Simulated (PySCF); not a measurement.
Spin states of BH⁺

Unrestricted PBE0; PySCF, no relativity, basis sets B STO-3G, H STO-3G. Outer shells of the fragments: B+ 2s2; H 1s1.

Followed along the bond (rough minima from three points):

```tsv
2Ms+1	unpaired	⟨S²⟩ at the start	R at minimum (Å)	Te (eV)
2	σ ↑	0.75	1.23	0.00
4	σ ↑↑, π ↑	3.75	none in the scan	≤ 6.95
```

Solutions found at the starting distance of 1.235 Å, counted from the lowest of them; the search is not exhaustive and high or unbound solutions are not listed, so other states can lie among these:

```tsv
2Ms+1	unpaired	term	E (eV)	⟨S²⟩	⟨Lz²⟩	μ (D)
2	σ ↑	²Σ⁺	0.00	0.75	0.00	0.10
2	π ↑	²Π	3.34	0.81	1.00	-0.94
4	σ ↑↑, π ↑	⁴Π	7.46	3.75	1.00	2.56
```

A term symbol is given only where ⟨S²⟩ and ⟨Lz²⟩ are close to those of a pure state; real π, δ and φ orbitals otherwise mix terms. A positive dipole points towards H; it is taken about the centre of mass and depends on that origin.

STO-3G is very small, so such numbers show the basis as much as the molecule.
